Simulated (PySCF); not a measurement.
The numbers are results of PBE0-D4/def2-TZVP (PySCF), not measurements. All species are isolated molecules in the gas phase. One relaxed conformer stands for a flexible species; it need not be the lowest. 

Reference species (SMILES): `[OH]` (neutral, multiplicity 2).

- highest occupied spin orbital = -9.09 eV

Changed species: `O=[C]O` (O–C–O–H torsion 0°) (radical fragment; the reference has radical fragment).

**Question.** Give the shifts of the highest occupied spin orbital.

**Answer.** the highest occupied spin orbital goes up by 1.94 eV, to -7.15 eV.
